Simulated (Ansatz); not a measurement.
**SiO2 (triplet): wave-function methods side by side at a displaced geometry (v2), cc-pVDZ**

An exercise on one series of results from a longer session: the logs are not shown, and one member is left open.

Method: cc-pVDZ, core rule «outside noble gas», up to 7 orbitals frozen; program: Ansatz 0.2.0, Gaussian basis.

The runs, in order: UHF; CCSD(T) on ROHF; CCSD(T) on UHF; BCCD(T) on ROHF; CISD as a restricted active space (open shells left free, so some higher excitations enter); CCSDT(Q) on ROHF; CCSDT(Q) on UHF.

35 further runs of the same task are left out: 12 for a known fault of the program, 7 that didn't finish, 16 set aside as unsound or not needed. Runs told in other sessions of the task aren't counted.

## The geometry

The geometry is a PBE0/def2-TZVP stationary point (not a proven minimum) with its atoms shifted at random (size 0.100 Å).

3 atoms, charge 0, spin multiplicity 3.

Atoms are counted from 1 here; the program's logs count them from 0.

Bond lengths: O1–O2 1.350 Å, O2–Si3 1.732 Å. Angles: O1–O2–Si3 111.5°.

Set-up of the first run:

in.yaml

```yaml
crystal:
  periodic: [false, false, false]
  atoms:
    - {symbol: O, position_ang: [0.085156, -0.336858, 1.451163]}
    - {symbol: O, position_ang: [-0.079718, 0.582021, 0.475299]}
    - {symbol: Si, position_ang: [-0.003098, -0.139661, -1.097443]}
basis:
  gaussian: {orbitals: cc-pVDZ}
magnetization: {spin_polarized: true, initial_magnetization: 2}
hamiltonian: {xc: hf}
output: {orbitals: {seedname: orbitals}}
```

Started as:

```
ansatz run in.yaml --threads 1 --pin off --events-out ev --progress --plain --max-ram 2393MiB
```

Among the steps run: UHF; CCSD(T) on ROHF; CCSD(T) on UHF; BCCD(T) on ROHF; CISD as a restricted active space (open shells left free, so some higher excitations enter); CCSDT(Q) on ROHF; CCSDT(Q) on UHF.

One table of the session follows, with a row left open; its other results are not shown here.

It belongs to the step «Misses and costs». 

```
   method  from UCCSDT(Q) (meV)
     ROHF              +12164.6
      UHF              +11882.7
     RMP2               +1212.3
     UMP2               +1251.9
     CISD               +1681.7
    RCCSD                +431.1
    UCCSD                     ?
 RCCSD(T)                 +80.2
 UCCSD(T)                 +80.5
  BCCD(T)                 +77.0
   RCCSDT                 +48.8
   UCCSDT                 +47.6
RCCSDT(Q)                  +5.4
UCCSDT(Q)                     0
```

Q: Estimate the row for UCCSD from the others.

As computed: from UCCSDT(Q) (meV): +423.7. In the column «from UCCSDT(Q) (meV)» it lies between UCCSD(T) (+80.5) and RCCSD (+431.1).

To keep in mind: Restricted and unrestricted rows rest on different reference determinants; a gap between their highest levels can come from leftover correlation error, from unlike frozen cores or from another state.
